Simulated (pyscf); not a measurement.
PySCF, gas phase, ωB97X-D3(BJ)/def2-SVP geometries.

### Question
For `[F][SiH2][O][SiH3]` + `[CH][F]` [singlet] -> `[SiH3][O][SiH3]` + `[F][C][F]` [singlet], a concerted two-bond exchange (singlet surface; F–Si, C–H broken, H–Si, C–F formed), PBE/def2-TZVP gives ΔE‡ = 1.35 eV and ΔE = +0.50 eV (zero: the separated reactants). In which direction and how far do r²SCAN/def2-TZVP, PBE0-D3(BJ)/def2-TZVP, ωB97M-D3(BJ)/def2-TZVP move these?

### Answer
r²SCAN: ΔE‡ = 1.44 eV, ΔE = +0.60 eV; PBE0-D3(BJ): ΔE‡ = 1.55 eV, ΔE = +0.59 eV; ωB97M-D3(BJ): ΔE‡ = 1.83 eV, ΔE = +0.68 eV. PBE's barrier lies under all of them, by 0.09 to 0.48 eV. Its reaction energy lies under all of them, by 0.09 to 0.18 eV. This is the saddle that the search found; another between the same sides may lie lower. A restricted singlet here is unstable towards spin polarisation, as is usual where a triplet lies low; its energy is less safe.
